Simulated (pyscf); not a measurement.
Optimised with ωB97X-D3(BJ)/def2-SVP in PySCF.

**Question.** For the elementary gas-phase step SnH₄ + hydrogen fluoride (HF) → F–SnH₃ + hydrogen (H₂) (singlet surface; H–Sn, F–H broken, F–Sn, H–H formed), what barrier and reaction energy does ωB97M-D3(BJ)/def2-TZVP give, measured from the separated reactants?

**Answer.** ΔE‡ = 1.19 eV, ΔE = -0.37 eV. Zero-point energy shifts the barrier by 0.00 eV. It is a four-centre exchange, with an imaginary mode of 1143i cm⁻¹. At the saddle there is also a short H–Sn contact that neither side keeps. This is the saddle that the search found; another between the same sides may lie lower. Elements past Kr carry the def2 core potentials, without spin-orbit coupling.
